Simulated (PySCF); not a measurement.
Question: What does the PBE0-D3(BJ)/def2-SVP structure of InChI=1S/C5H7F/c1-3-4-5(2)6/h3H,1-2,4H2 look like in three dimensions?

Answer: 
```
atom  x, y, z in Å
C1    -1.7738    1.1129   -0.5247
C2    -0.8617    0.6326    0.3198
C3    -0.3629   -0.7762    0.3339
C4     1.1070   -0.9155    0.0960
C5     1.9609    0.0024   -0.3460
F6     1.5352   -2.1532    0.3784
H7    -2.2257    0.4818   -1.2968
H8    -2.1055    2.1534   -0.4745
H9    -0.4280    1.2986    1.0760
H10   -0.5702   -1.2404    1.3157
H11   -0.9015   -1.3912   -0.4081
H12    3.0157   -0.2413   -0.4780
H13    1.6056    1.0030   -0.5902
```

Any rigid rotation of these coordinates is as good. Atoms count from 1 in this order. The 4 C–C bonds span 1.329 Å (C4=C5, drawn double) to 1.495 Å (C3–C4, drawn single), a spread of 0.166 Å. Of the pairs four or more bonds apart, C2···H13 is among the closest relative to their van der Waals radii: 2.66 Å, 92 % of the sum of Bondi's values.

Bonds between heavy atoms (Å): C1=C2 1.333, C2–C3 1.495, C3–C4 1.495, C4=C5 1.329, C4–F6 1.340.

Method used: PBE0-D3(BJ)/def2-SVP geometry optimisation, gas phase in PySCF 2.14.0.

Point group: C1 (no symmetry element, even within 0.4 Å). Whether it is a minimum is left open (no frequencies). The numbers are those of one conformer (C1–C2–C3–C4 120°, C2–C3–C4–C5 -13°).
